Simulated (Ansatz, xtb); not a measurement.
## Two isomers of HN2P

Structure a is `N=[N+]=[P-]`, a singlet and structure b is `N1=NP1`, a singlet. Both are isolated molecules in the gas phase, relaxed with B3LYP/6-31G*.

a (Å):

```yaml
atoms:
  - { symbol: N, position_ang: [-2.5756, -0.4907, 0.7656] }
  - { symbol: N, position_ang: [-1.6545, -1.2910, 0.9477] }
  - { symbol: P, position_ang: [-0.4910, -2.2188, 1.3348] }
  - { symbol: H, position_ang: [-2.9912, -0.5815, -0.1703] }
```

b (Å):

```
atom    x (Å)    y (Å)    z (Å)
   N  -0.3607  -0.3806   1.4402
   N  -0.5786  -1.3996   0.8662
   P   1.0205  -0.6427   0.1484
   H   0.3272   0.0792  -0.8707
```

Energies in hartree; the thermal terms are from B3LYP/6-31G* harmonic frequencies (ideal gas, rigid rotor, one conformer each, 298.15 K, 1 atm) and include the zero-point energy:

|  | a | b |
| --- | --- | --- |
| E, CCSD(T)/def2-TZVPP | −450.776823 | −450.779651 |
| zero-point energy | 0.018609 | 0.015751 |
| H(298 K) − E | 0.022983 | 0.020096 |
| G(298 K) − E | −0.005594 | −0.009285 |

Task: Work out ΔE, ΔE₀, ΔH and ΔG for a → b in kJ/mol (1 Eh = 2625.50 kJ/mol) and the equilibrium ratio [b]/[a].

Result: 1. ΔE = −450.779651 − (−450.776823) = −0.002828 Eh = −7.42 kJ/mol.
2. ΔE₀ = ΔE + ΔZPE = −0.002828 + (−0.002858) Eh = −14.93 kJ/mol.
3. ΔH = ΔE + (−0.002887) Eh = −15.00 kJ/mol.
4. ΔG = ΔE + (−0.003691) Eh = −17.12 kJ/mol, so ΔS = (ΔH − ΔG)/T = +7.1 J/(mol K).
5. kT = 0.9442 mEh, so K = [b]/[a] = exp(−ΔG/kT) = exp(+6.90) ≈ 1000.

Structure b is favoured at this temperature. An error of 4 kJ/mol in ΔG would change K by a factor of 5. GFN2-xTB, r2SCAN-D4/def2-SVP, B3LYP/6-31G* gave ΔE the other sign. Large T1 diagnostics make the coupled-cluster value less sure. Mirror images and further conformers aren't counted.

As drawn, b has 2 N–P, 1 P–H in place of 1 N=P, 1 N–H. Structure a has no ring, b a 3-membered ring.

Other levels gave ΔE = +91.3 (GFN2-xTB); −128.4 (HF/STO-3G, GFN2-xTB geometries); +50.8 (r2SCAN-D4/def2-SVP, GFN2-xTB geometries); +9.1 (B3LYP/6-31G*); −49.0 (HF/def2-TZVPP); −7.1 (MP2/def2-TZVPP) kJ/mol. The correlated steps freeze 7 core orbitals. Programs: Ansatz 0.2.0, xtb 6.7.1.
